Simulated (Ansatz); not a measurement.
A nudged elastic band was laid between two geometries of C3H4FNO (10 atoms, charge 0, multiplicity 1).

Computed with Ansatz, RKS LDA/def2-SVP.

| Property | Result |
| --- | --- |
| movable images | 7 |
| climbing image | yes |
| spring | 5.0 eV/Å² |
| optimiser | quadratic models (default) |
| start path | through a guess of the saddle point |
| force threshold | 0.05 eV/Å |
| iteration limit | 60 |
| end points | relaxed |

First end point:

```xyz
10
Properties=species:S:1:pos:R:3
N -1.142 -0.722 0.665
C -0.008 -0.203 0.002
O 0.861 -1.230 -0.368
C 0.567 1.155 0.393
C -0.067 1.057 -0.748
F -0.445 1.675 -1.835
H -0.824 -1.280 1.472
H -1.623 -1.386 0.040
H 1.651 -0.830 -0.781
H 1.115 1.714 1.162
```

Last end point:

```xyz
10
Properties=species:S:1:pos:R:3
N -0.870 -0.944 0.783
C 0.108 -0.294 0.005
O 0.945 -1.275 -0.481
C 0.629 1.068 0.431
C -0.073 1.011 -0.682
F -0.603 1.759 -1.626
H -1.674 -0.347 0.993
H -1.166 -1.830 0.357
H 1.642 -0.829 -0.999
H 1.145 1.630 1.223
```

(1) Which bonds break or form, and what moves?

(2) Give the energies along the band, and the barrier.

(3) What is the geometry of the highest image?

Answers

(1) No bond is made or broken. The height of N1 over the plane of its neighbours goes from -0.41 to 0.33 Å.

(2) It converged. The highest image is number 4 of 0 to 8, 0.066 eV above the first end and 0.074 eV above the last; the last end lies 0.008 eV below the first. The profile has 3 maxima (images 2, 4, 6) with wells between them (images 3, 5): this band takes more than one step, which may be the mechanism or a detour left from its start path. A vibrational analysis at the climbing image gives one clearly imaginary mode, 468i cm⁻¹: a first-order saddle point.

```
image  path coordinate (Å)  energy (eV)  height of N1 over the plane of its neighbours (Å)
    0                 0.00        0.000                                              -0.41
    1                 0.51        0.012                                              -0.40
    2                 1.02        0.027                                              -0.36
    3                 1.53        0.021                                              -0.34
    4                 2.03        0.066                                              -0.02
    5                 2.50        0.002                                              -0.33
    6                 2.97        0.063                                              -0.12
    7                 3.43        0.006                                               0.30
    8                 3.89       -0.008                                               0.33
```

(3) 
```xyz
10
Properties=species:S:1:pos:R:3
N -0.988 -0.904 0.582
C 0.070 -0.281 -0.075
O 0.861 -1.282 -0.599
C 0.660 1.023 0.453
C -0.016 1.072 -0.678
F -0.524 1.921 -1.549
H -1.629 -0.364 1.156
H -1.072 -1.916 0.524
H 1.570 -0.849 -1.109
H 1.152 1.528 1.299
```

The run took 110 s on 2 threads of INTEL(R) XEON(R) PLATINUM 8581C CPU @ 2.10GHz (Emerald Rapids), with other jobs on the host, peak memory 0.22 GiB.
